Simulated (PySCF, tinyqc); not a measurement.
Inside a calculation (part 1 of 2). Method: CISD on RHF in the sto-3g basis, for HF, spin multiplicity 1. The lowest restricted solution is unstable here: a spin-polarised one lies 0.0332 hartree lower (PySCF). Computed by tinyqc, a small Python program that keeps every step (integrals from PySCF). Settings: charge = 0, multiplicity = 1, basis = sto-3g, method = RHF, energy threshold = 1e-10, iteration cap = 87, orthogonalisation = symmetric, start = core, DIIS depth = 6, ci = CISD, davidson = 1. Command: `OMP_NUM_THREADS=1 python tinyqc.py 28430 28431 out.jsonl` (the two numbers bound the seeds that draw the settings). One thread of a shared host (Intel(R) Xeon(R) Processor @ 2.60GHz), about 0.1 s of CPU time with the checks. Later iterations appear only in the table of the cycle.

## One-electron integrals

Geometry (angstrom):

| atom | x | y | z |
|---|---|---|---|
| F | 0.000000 | 0.000000 | 0.000000 |
| H | 0.000000 | 0.000000 | 1.412000 |

Basis sto-3g: exponents (1/bohr^2) and contraction coefficients of normalised primitives:

| element | l (shell) | exponent | coefficient |
|---|---|---|---|
| F | s (1) | 166.679130 | 0.154329 |
| F | s (1) | 30.360812 | 0.535328 |
| F | s (1) | 8.216821 | 0.444635 |
| F | s (2) | 6.464803 | -0.099967 |
| F | s (2) | 1.502281 | 0.399513 |
| F | s (2) | 0.488588 | 0.700115 |
| F | p (3) | 6.464803 | 0.155916 |
| F | p (3) | 1.502281 | 0.607684 |
| F | p (3) | 0.488588 | 0.391957 |
| H | s (1) | 3.425251 | 0.154329 |
| H | s (1) | 0.623914 | 0.535328 |
| H | s (1) | 0.168855 | 0.444635 |

Overlap, kinetic and nuclear-attraction integrals over the contracted functions; the nuclear repulsion is the sum of Za Zb / Rab.

nuclear repulsion = 3.37294256 hartree

overlap S:
```
           1F 1s     1F 2s    1F 2px    1F 2py    1F 2pz     2H 1s
1F 1s   1.000000  0.237990  0.000000  0.000000  0.000000  0.015505
1F 2s   0.237990  1.000000  0.000000  0.000000  0.000000  0.192968
1F 2px  0.000000  0.000000  1.000000  0.000000  0.000000  0.000000
1F 2py  0.000000  0.000000  0.000000  1.000000  0.000000  0.000000
1F 2pz  0.000000  0.000000  0.000000  0.000000  1.000000  0.176719
2H 1s   0.015505  0.192968  0.000000  0.000000  0.176719  1.000000
```

kinetic energy T (hartree):
```
            1F 1s      1F 2s    1F 2px    1F 2py    1F 2pz      2H 1s
1F 1s   36.984577  -0.212858  0.000000  0.000000  0.000000  -0.004933
1F 2s   -0.212858   1.037995  0.000000  0.000000  0.000000  -0.008387
1F 2px   0.000000   0.000000  3.248015  0.000000  0.000000   0.000000
1F 2py   0.000000   0.000000  0.000000  3.248015  0.000000   0.000000
1F 2pz   0.000000   0.000000  0.000000  0.000000  3.248015   0.034669
2H 1s   -0.004933  -0.008387  0.000000  0.000000  0.034669   0.760032
```

nuclear attraction V (hartree):
```
             1F 1s       1F 2s      1F 2px      1F 2py      1F 2pz      2H 1s
1F 1s   -77.384351   -9.266001    0.000000    0.000000   -0.006351  -0.618111
1F 2s    -9.266001  -11.915932    0.000000    0.000000   -0.079377  -1.574830
1F 2px    0.000000    0.000000  -11.811402    0.000000    0.000000   0.000000
1F 2py    0.000000    0.000000    0.000000  -11.811402    0.000000   0.000000
1F 2pz   -0.006351   -0.079377    0.000000    0.000000  -11.847727  -1.212169
2H 1s    -0.618111   -1.574830    0.000000    0.000000   -1.212169  -4.579724
```

core Hamiltonian H = T + V (hartree):
```
             1F 1s       1F 2s     1F 2px     1F 2py     1F 2pz      2H 1s
1F 1s   -40.399774   -9.478858   0.000000   0.000000  -0.006351  -0.623045
1F 2s    -9.478858  -10.877937   0.000000   0.000000  -0.079377  -1.583217
1F 2px    0.000000    0.000000  -8.563388   0.000000   0.000000   0.000000
1F 2py    0.000000    0.000000   0.000000  -8.563388   0.000000   0.000000
1F 2pz   -0.006351   -0.079377   0.000000   0.000000  -8.599712  -1.177501
2H 1s    -0.623045   -1.583217   0.000000   0.000000  -1.177501  -3.819692
```

## Two-electron integrals

Functions are numbered as in S; the eight-fold symmetry (ij|kl) = (ji|kl) = (kl|ij) leaves the list below.

Two-electron integrals (ij|kl) in chemists' order, unique and non-zero (hartree):
```
(11|11) 5.403501   (21|11) 0.841920   (21|21) 0.156299   (22|11) 1.268028
(22|21) 0.292344   (22|22) 0.926167   (31|31) 0.027998   (32|31) 0.043169
(32|32) 0.204588   (33|11) 1.264502   (33|21) 0.292403   (33|22) 0.925959
(33|33) 0.997514   (41|41) 0.027998   (42|41) 0.043169   (42|42) 0.204588
(43|43) 0.053770   (44|11) 1.264502   (44|21) 0.292403   (44|22) 0.925959
(44|33) 0.889973   (44|44) 0.997514   (51|51) 0.027998   (52|51) 0.043169
(52|52) 0.204588   (53|53) 0.053770   (54|54) 0.053770   (55|11) 1.264502
(55|21) 0.292403   (55|22) 0.925959   (55|33) 0.889973   (55|44) 0.889973
(55|55) 0.997514   (61|11) 0.055494   (61|21) 0.010223   (61|22) 0.019031
(61|33) 0.019006   (61|44) 0.019006   (61|51) 0.000386   (61|52) 0.000732
(61|55) 0.019084   (61|61) 0.000675   (62|11) 0.161449   (62|21) 0.037812
(62|22) 0.136396   (62|33) 0.134376   (62|44) 0.134376   (62|51) 0.002511
(62|52) 0.020984   (62|55) 0.140297   (62|61) 0.002509   (62|62) 0.026293
(63|31) 0.003699   (63|32) 0.022941   (63|53) 0.004247   (63|63) 0.003671
(64|41) 0.003699   (64|42) 0.022941   (64|54) 0.004247   (64|64) 0.003671
(65|11) 0.118956   (65|21) 0.028192   (65|22) 0.109089   (65|33) 0.104728
(65|44) 0.104728   (65|51) 0.005285   (65|52) 0.038334   (65|55) 0.117687
(65|61) 0.001933   (65|62) 0.025959   (65|65) 0.029184   (66|11) 0.372500
(66|21) 0.088610   (66|22) 0.369546   (66|33) 0.359733   (66|44) 0.359733
(66|51) 0.006070   (66|52) 0.072986   (66|55) 0.388958   (66|61) 0.005890
(66|62) 0.098587   (66|65) 0.114579   (66|66) 0.774606
```

## Orthogonalisation

S = U s U^T; symmetric (Loewdin) form X = U s^(-1/2) U^T, so that X^T S X = 1.

eigenvalues of S: 0.677658  0.864610  1.000000  1.000000  1.120013  1.337719

X:
```
            1F 1s      1F 2s    1F 2px    1F 2py     1F 2pz      2H 1s
1F 1s    1.022421  -0.125296  0.000000  0.000000  -0.001680   0.010524
1F 2s   -0.125296   1.037675  0.000000  0.000000   0.013835  -0.103158
1F 2px   0.000000   0.000000  1.000000  0.000000   0.000000   0.000000
1F 2py   0.000000   0.000000  0.000000  1.000000   0.000000   0.000000
1F 2pz  -0.001680   0.013835  0.000000  0.000000   1.012338  -0.092400
2H 1s    0.010524  -0.103158  0.000000  0.000000  -0.092400   1.027297
```

## Starting guess

The start is the orbitals of the core Hamiltonian; D = 2 C_occ C_occ^T.

D at the start:
```
            1F 1s      1F 2s    1F 2px    1F 2py     1F 2pz      2H 1s
1F 1s    2.121640  -0.513096  0.000000  0.000000  -0.008256   0.031413
1F 2s   -0.513096   2.163872  0.000000  0.000000   0.044426  -0.129537
1F 2px   0.000000   0.000000  2.000000  0.000000   0.000000   0.000000
1F 2py   0.000000   0.000000  0.000000  2.000000   0.000000   0.000000
1F 2pz  -0.008256   0.044426  0.000000  0.000000   2.043484  -0.155432
2H 1s    0.031413  -0.129537  0.000000  0.000000  -0.155432   0.019181
```

## Iteration 1: building the Fock matrix

J_ij = sum D_kl (ij|kl), K_ij = sum D_kl (ik|jl); F = H + J - 0.5 K; E = tr D H + tr D J / 2 - 0.25 tr D K + E_nn.

Coulomb J (hartree):
```
            1F 1s     1F 2s    1F 2px    1F 2py    1F 2pz     2H 1s
1F 1s   20.917991  4.009368  0.000000  0.000000  0.001221  0.262411
1F 2s    4.009368  9.929460  0.000000  0.000000  0.001558  1.412065
1F 2px   0.000000  0.000000  9.920758  0.000000  0.000000  0.000000
1F 2py   0.000000  0.000000  0.000000  9.920758  0.000000  0.000000
1F 2pz   0.001221  0.001558  0.000000  0.000000  9.920437  1.108751
2H 1s    0.262411  1.412065  0.000000  0.000000  1.108751  3.693242
```

exchange K (hartree):
```
            1F 1s     1F 2s    1F 2px    1F 2py    1F 2pz     2H 1s
1F 1s   11.108459  1.946492  0.000000  0.000000  0.000489  0.136239
1F 2s    1.946492  3.233159  0.000000  0.000000  0.004304  0.401404
1F 2px   0.000000  0.000000  2.663288  0.000000  0.000000  0.000000
1F 2py   0.000000  0.000000  0.000000  2.663288  0.000000  0.000000
1F 2pz   0.000489  0.004304  0.000000  0.000000  2.665663  0.234417
2H 1s    0.136239  0.401404  0.000000  0.000000  0.234417  0.086414
```

Fock matrix F (hartree):
```
             1F 1s      1F 2s    1F 2px    1F 2py     1F 2pz      2H 1s
1F 1s   -25.036013  -6.442736  0.000000  0.000000  -0.005374  -0.428754
1F 2s    -6.442736  -2.565056  0.000000  0.000000  -0.079970  -0.371854
1F 2px    0.000000   0.000000  0.025726  0.000000   0.000000   0.000000
1F 2py    0.000000   0.000000  0.000000  0.025726   0.000000   0.000000
1F 2pz   -0.005374  -0.079970  0.000000  0.000000  -0.012107  -0.185959
2H 1s    -0.428754  -0.371854  0.000000  0.000000  -0.185959  -0.169657
```

total energy of this density = -97.90529636 hartree

## Iteration 1: diagonalisation and new density

Diagonalise F' = X^T F X, C = X C', fill 5 alpha and 5 beta electrons from the bottom; D = 2 C_occ C_occ^T. Each column has its largest component positive (the first on a tie).

F' = X^T F X (hartree):
```
            1          2         3         4          5          6
1  -24.569098  -3.358505  0.000000  0.000000  -0.006132  -0.018406
2   -3.358505  -1.414717  0.000000  0.000000  -0.054018  -0.169446
3    0.000000   0.000000  0.025726  0.000000   0.000000   0.000000
4    0.000000   0.000000  0.000000  0.025726   0.000000   0.000000
5   -0.006132  -0.054018  0.000000  0.000000   0.019267  -0.174971
6   -0.018406  -0.169446  0.000000  0.000000  -0.174971  -0.091897
```

orbital energies (hartree): MO1 -25.046483, MO2 -0.975848, MO3 -0.184383, MO4 0.025726, MO5 0.025726, MO6 0.150268

coefficients C:
```
              MO1        MO2        MO3        MO4       MO5        MO6
1F 1s    0.994631  -0.259935   0.061885   0.000000  0.000000  -0.021667
1F 2s    0.021803   1.000564  -0.291027   0.000000  0.000000   0.130384
1F 2px   0.000000   0.000000   0.000000  -0.162172  0.986762   0.000000
1F 2py   0.000000   0.000000   0.000000   0.986762  0.162172   0.000000
1F 2pz   0.000692   0.082920   0.538688   0.000000  0.000000   0.858195
2H 1s   -0.002412   0.095827   0.754648   0.000000  0.000000  -0.704236
```

D after iteration 1:
```
            1F 1s      1F 2s    1F 2px    1F 2py     1F 2pz      2H 1s
1F 1s    2.121375  -0.512813  0.000000  0.000000   0.024942   0.038786
1F 2s   -0.512813   2.172603  0.000000  0.000000  -0.147583  -0.247589
1F 2px   0.000000   0.000000  2.000000  0.000000   0.000000   0.000000
1F 2py   0.000000   0.000000  0.000000  2.000000   0.000000   0.000000
1F 2pz   0.024942  -0.147583  0.000000  0.000000   0.594123   0.828928
2H 1s    0.038786  -0.247589  0.000000  0.000000   0.828928   1.157363
```

Within a degenerate level the vectors are fixed only up to a rotation; this is one choice.

## Iteration 7 (converged): orbitals

converged F (hartree):
```
             1F 1s      1F 2s     1F 2px     1F 2py     1F 2pz      2H 1s
1F 1s   -25.924070  -6.626417   0.000000   0.000000  -0.011843  -0.441526
1F 2s    -6.626417  -3.012214   0.000000   0.000000  -0.007610  -0.467215
1F 2px    0.000000   0.000000  -0.465324   0.000000   0.000000   0.000000
1F 2py    0.000000   0.000000   0.000000  -0.465324   0.000000   0.000000
1F 2pz   -0.011843  -0.007610   0.000000   0.000000  -0.178532  -0.359856
2H 1s    -0.441526  -0.467215   0.000000   0.000000  -0.359856  -0.212317
```

As before.

F' = X^T F X (hartree):
```
            1          2          3          4          5          6
1  -25.457352  -3.385619   0.000000   0.000000  -0.023811  -0.013720
2   -3.385619  -1.840185   0.000000   0.000000   0.041636  -0.232314
3    0.000000   0.000000  -0.465324   0.000000   0.000000   0.000000
4    0.000000   0.000000   0.000000  -0.465324   0.000000   0.000000
5   -0.023811   0.041636   0.000000   0.000000  -0.116912  -0.347041
6   -0.013720  -0.232314   0.000000   0.000000  -0.347041  -0.088455
```

orbital energies (hartree): MO1 -25.933205, MO2 -1.404188, MO3 -0.465324, MO4 -0.465324, MO5 -0.433892, MO6 0.268380

coefficients C:
```
              MO1        MO2        MO3       MO4        MO5        MO6
1F 1s    0.995049  -0.260785   0.000000  0.000000   0.037677   0.040075
1F 2s    0.020163   1.011174   0.000000  0.000000  -0.189990  -0.210537
1F 2px   0.000000   0.000000   0.999038  0.043852   0.000000   0.000000
1F 2py   0.000000   0.000000  -0.043852  0.999038   0.000000   0.000000
1F 2pz   0.000819   0.010654   0.000000  0.000000   0.686797  -0.749504
2H 1s   -0.002166   0.075654   0.000000  0.000000   0.622857   0.825198
```

D after iteration 7:
```
            1F 1s      1F 2s    1F 2px    1F 2py     1F 2pz      2H 1s
1F 1s    2.119102  -0.501588  0.000000  0.000000   0.047825   0.003165
1F 2s   -0.501588   2.117951  0.000000  0.000000  -0.239390  -0.083762
1F 2px   0.000000   0.000000  2.000000  0.000000   0.000000   0.000000
1F 2py   0.000000   0.000000  0.000000  2.000000   0.000000   0.000000
1F 2pz   0.047825  -0.239390  0.000000  0.000000   0.943609   0.857161
2H 1s    0.003165  -0.083762  0.000000  0.000000   0.857161   0.787358
```

Within a degenerate level the vectors are fixed only up to a rotation; this is one choice.

## Convergence

Stop when the energy changes by less than 1e-10 hartree and every element of the error matrix X^T (F D S - S D F) X is below 3e-06.

Course of the cycle:

| iteration | E (hartree) | change | largest element of the error matrix |
|---|---|---|---|
| 1 | -97.90529636 | - | 3.48e-01 |
| 2 | -98.39020238 | -4.85e-01 | 2.71e-01 |
| 3 | -98.44621751 | -5.60e-02 | 3.68e-02 |
| 4 | -98.44744434 | -1.23e-03 | 5.04e-03 |
| 5 | -98.44746266 | -1.83e-05 | 2.17e-04 |
| 6 | -98.44746269 | -3.15e-08 | 1.25e-06 |
| 7 | -98.44746269 | -1.02e-12 | 2.83e-09 |

PySCF RHF in the same basis = -98.44746269 hartree

Converged in 7 iterations.

## Populations, bond orders and dipole

Mulliken: Z minus the diagonal of D S on the atom; Loewdin: the same with S^(1/2) D S^(1/2); Mayer order: 2 sum_s sum (D(s) S)_ij (D(s) S)_ji over the two atoms.

Charges (e):

| atom | Mulliken | Loewdin |
|---|---|---|
| 1F | -0.077279 | -0.067773 |
| 2H | 0.077279 | 0.067773 |

Mayer bond orders:

| pair | order |
|---|---|
| 2-1 | 0.994028 |

dipole moment about the origin, x y z (debye): 0.000000  0.000000  0.928125

## Integrals over molecular orbitals

(pq|rs) = sum C_ip C_jq C_kr C_ls (ij|kl), one index at a time.

one-electron integrals over orbitals h = C^T H C (hartree):
```
            1          2          3          4          5          6
1  -40.382718   0.728399   0.000000   0.000000  -0.098736  -0.109952
2    0.728399  -9.114861   0.000000   0.000000   0.415279   0.615531
3    0.000000   0.000000  -8.563388   0.000000   0.000000   0.000000
4    0.000000   0.000000   0.000000  -8.563388   0.000000   0.000000
5   -0.098736   0.415279   0.000000   0.000000  -6.494118   2.418203
6   -0.109952   0.615531   0.000000   0.000000   2.418203  -5.878283
```

Two-electron integrals over orbitals (pq|rs), unique and non-zero (hartree):
```
(11|11) 5.364965    (21|11) -0.526561   (21|21) 0.081432    (22|11) 1.244169
(22|21) -0.023453   (22|22) 0.881573    (31|31) 0.029518    (32|31) 0.040379
(32|32) 0.191720    (33|11) 1.264030    (33|21) -0.015278   (33|22) 0.900690
(33|33) 0.997514    (41|41) 0.029518    (42|41) 0.040379    (42|42) 0.191720
(43|43) 0.053770    (44|11) 1.264030    (44|21) -0.015278   (44|22) 0.900690
(44|33) 0.889973    (44|44) 0.997514    (51|11) 0.075368    (51|21) -0.011447
(51|22) 0.004429    (51|33) 0.002236    (51|44) 0.002236    (51|51) 0.015979
(52|11) -0.098468   (52|21) 0.003706    (52|22) -0.044396   (52|33) -0.055418
(52|44) -0.055418   (52|51) 0.020433    (52|52) 0.123512    (53|31) -0.005251
(53|32) -0.021452   (53|53) 0.031972    (54|41) -0.005251   (54|42) -0.021452
(54|54) 0.031972    (55|11) 0.848268    (55|21) -0.008040   (55|22) 0.663192
(55|33) 0.649072    (55|44) 0.649072    (55|51) -0.001230   (55|52) -0.006625
(55|55) 0.644453    (61|11) 0.081044    (61|21) -0.012851   (61|22) 0.002767
(61|33) 0.002425    (61|44) 0.002425    (61|51) -0.013334   (61|52) -0.022323
(61|55) 0.003725    (61|61) 0.017985    (62|11) -0.118167   (62|21) 0.003311
(62|22) -0.065862   (62|33) -0.066152   (62|44) -0.066152   (62|51) -0.019905
(62|52) -0.085252   (62|55) -0.019155   (62|61) 0.019607    (62|62) 0.091316
(63|31) -0.005361   (63|32) -0.022139   (63|53) -0.024210   (63|63) 0.028110
(64|41) -0.005361   (64|42) -0.022139   (64|54) -0.024210   (64|64) 0.028110
(65|11) -0.444921   (65|21) 0.007330    (65|22) -0.263577   (65|33) -0.265983
(65|44) -0.265983   (65|51) 0.001186    (65|52) 0.067545    (65|55) -0.084283
(65|61) -0.003888   (65|62) 0.027185    (65|65) 0.253377    (66|11) 0.814840
(66|21) -0.008655   (66|22) 0.621144    (66|33) 0.608068    (66|44) 0.608068
(66|51) 0.007990    (66|52) 0.036022    (66|55) 0.630662    (66|61) -0.005934
(66|62) -0.045783   (66|65) -0.030405   (66|66) 0.651717
```
